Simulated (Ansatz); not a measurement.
The same path of CH₃NSi (6 atoms, charge 0, multiplicity 1) was run twice with different band settings.

Theory: RKS CAM-B3LYP-D4/def2-mTZVP in Ansatz 0.2.0.

Relaxed end points:

```xyz
6
Properties=species:S:1:pos:R:3
N 1.092 0.901 -0.907
C 0.390 0.202 -0.265
Si -0.273 -1.213 0.713
H 1.016 1.816 -1.325
H -1.530 -1.337 -0.091
H -0.694 -0.370 1.875
```

```xyz
6
Properties=species:S:1:pos:R:3
N 0.654 1.245 -0.890
C 0.210 0.353 -0.263
Si -0.213 -1.183 0.672
H 1.504 1.493 -1.373
H -1.495 -1.438 -0.056
H -0.659 -0.471 1.910
```

Common settings: spring 5.0 eV/Å²; optimiser quadratic models (default); start path through a guess of the saddle point; force threshold 0.05 eV/Å; iteration limit 60; end points relaxed.

| run | movable images | climbing image |
| --- | --- | --- |
| 1 | 7 | yes |
| 2 | 1 | no |

**Question.** What does each run give, and how far can it be trusted?

**Answer.** Run 1: converged after 25 iterations, highest image 0.022 eV above the first end. A vibrational analysis at the climbing image gives one clearly imaginary mode, 202i cm⁻¹: a first-order saddle point.
Run 2: converged after 14 iterations, highest image 0.022 eV above the first end. No image climbed, so the highest image needn't sit at the top of the path. So few images can step over the top or miss a turn of the path.
